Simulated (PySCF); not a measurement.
**Ionisation energy of Ne by level of theory**

Ne [Ne] (1S) → Ne⁺ [He] 2s2 2p5 (2P), as a difference of total energies. All numbers are calculated (PySCF 2.14, the spin-free X2C one-electron Hamiltonian (Gaussian nucleus), in aug-cc-pCVTZ-DK with one added diffuse shell each of s, p, d, f type (8s7p5d3f, 75 functions)). Correlated levels: valence: 1s2 frozen; valence and next inner shell: nothing frozen. The calculations carry no spin-orbit coupling.

```json
{"method": "UHF", "ionisation energy (eV)": "19.665"}
{"method": "LDA", "ionisation energy (eV)": "22.194"}
{"method": "PBE", "ionisation energy (eV)": "21.661"}
{"method": "PBE0", "ionisation energy (eV)": "21.452"}
{"method": "r2SCAN", "ionisation energy (eV)": "21.493"}
{"method": "r2SCANh", "ionisation energy (eV)": "21.427"}
{"method": "TPSS", "ionisation energy (eV)": "21.484"}
{"method": "wB97X-V", "ionisation energy (eV)": "21.518"}
{"method": "HSE06", "ionisation energy (eV)": "21.454"}
{"method": "MP2 (valence)", "ionisation energy (eV)": "21.652"}
{"method": "SCS-MP2 (valence)", "ionisation energy (eV)": "21.504"}
{"method": "MP2 (valence and next inner shell)", "ionisation energy (eV)": "21.668"}
{"method": "SCS-MP2 (valence and next inner shell)", "ionisation energy (eV)": "21.512"}
```

Problem. How much does correlation contribute at MP2 (valence and next inner shell)?

Solution. 21.668 − (19.665) = 2.003 eV, measured against UHF.

A first-order spin-orbit estimate (lowest level to lowest level, LS coupling) adds -0.032 eV.

Errors of the correlated levels include the incompleteness of this basis and the frozen core.

For comparison: 21.565 eV (measured; NIST Atomic Spectra Database, ionization energies).
